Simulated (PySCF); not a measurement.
Molecule: `c1ncncn1`, C₃H₃N₃.

Numbering as in the mapped SMILES `[cH:1]1[n:2][cH:3][n:4][cH:5][n:6]1`; H(Xn) means a hydrogen on atom n.

Geometry PBE0-D3(BJ)/def2-SVP throughout; GIAO in PySCF 2.14.0 with density-fitted response routines, gas phase, one conformer, non-relativistic; equivalent atoms averaged; functional PBE0.

For orientation, def2-TZVP gives these shifts δ (against TMS, NH3 at the same level): C1/C3/C5 172.4, N2/N4/N6 316.7, H(C1)/H(C3)/H(C5) 9.30 ppm.

A run gave: C1/C3/C5 129.7, N2/N4/N6 244.1, H(C1)/H(C3)/H(C5) 10.07 ppm (shifts δ (against TMS, NH3 at the same level)).

Task: Which basis set was used in that run?
A. def2-SVP
B. 6-31G
C. STO-3G
D. 6-311+G(2d,p)

Result: C. C1/C3/C5 tells them apart best: STO-3G gives 129.7, 6-31G gives 160.7, def2-SVP gives 164.0, 6-311+G(2d,p) gives 170.8 ppm.
